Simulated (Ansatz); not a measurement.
## MgO, pressure series

The reference is MgO in the rock salt structure (space group Fm-3m, No. 225; a = 4.2141 Å).

Cell and atoms are relaxed at each pressure.

All numbers come from Kohn–Sham DFT with the PBEsol functional, run in Ansatz (a quantum-chemistry and plane-wave program) with PAW and 420 eV plane waves, no SOC.

| pressure (GPa) | volume per atom (Å³/atom) |
|---|---|
| -2 | 9.477 |
| -1 | 9.415 |
| 0 | 9.355 |
| 0.3 | ? |
| 0.7 | 9.315 |
| 1.5 | 9.268 |
| 3 | 9.185 |
| 5 | 9.080 |
| 7.5 | 8.956 |

Question: Fit the third-order Birch–Murnaghan form P(V) = (3B₀/2)[(V₀/V)^(7/3) − (V₀/V)^(5/3)]·[1 + (3/4)(B₀′ − 4)((V₀/V)^(2/3) − 1)] (squares taken in P) to the rows shown and predict the withheld row.

Answer: Least squares on the printed values gives V₀ = 9.355 Å³/atom, B₀ = 158 GPa, B₀′ = 3.8; this predicts 9.337 Å³/atom, and the run gives 9.338 Å³/atom, in agreement.

Measured bulk modulus of MgO: 169.8 GPa (static lattice; corrected from measurement; as listed in Daniel Mejia-Rodriguez, S. B. Trickey, Phys. Rev. B (2018)); the computed value is 7 % below it.

Load acts through the strain it causes; cell and atoms are relaxed under it. Stability against distortions was not tested. No other phases were tried under pressure. The base started in P3_121 and relaxed to Fm-3m at this level.
